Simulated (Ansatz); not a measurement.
A made-up structure of CH2NSi, doublet:

```
5
angstrom
N -0.1276 -1.3138 2.1299
C -0.0697 -0.6351 1.0397
Si 0.0088 0.4365 -0.6653
H -0.7017 -0.1938 -1.8858
H 0.8902 1.7062 -0.6186
```

It is relaxed with PBE-D4/def2-SVP and then PBE0-D4/def2-TZVP (Ansatz 0.2.0). Atoms count as bonded within 1.22 times the sum of their covalent radii (H–H: 0.88 Å). The end point is not checked to be a true minimum.

(1) Does its bonding change? (Judge from chemistry; the calculation decides.)

Answers

(1) Computed: No: no bond forms or breaks.

Where it ends: The first stage lowers the energy by 1.08 eV in 7 steps. It ends as CH₂NSi ([N][C][SiH2]):
```xyz
5
angstrom
N -0.0429 -1.2172 1.8787
C -0.0880 -0.5510 0.9366
Si -0.2695 0.5624 -0.5046
H -0.5106 -0.2454 -1.7212
H 0.9110 1.4512 -0.5895
```

Labels in which every atom is bracketed show which atoms are joined, not bond orders.

For scale, one of the runs: PBE0-D4/def2-TZVP relaxation, 111 basis functions, launched by `ansatz run in.yaml --threads 2 --pin off --events-out ev --progress --plain --max-ram 4352MiB`. Hardware: 2 CPU threads of an Arm Neoverse V1, shared host. Wall time about 19 s.
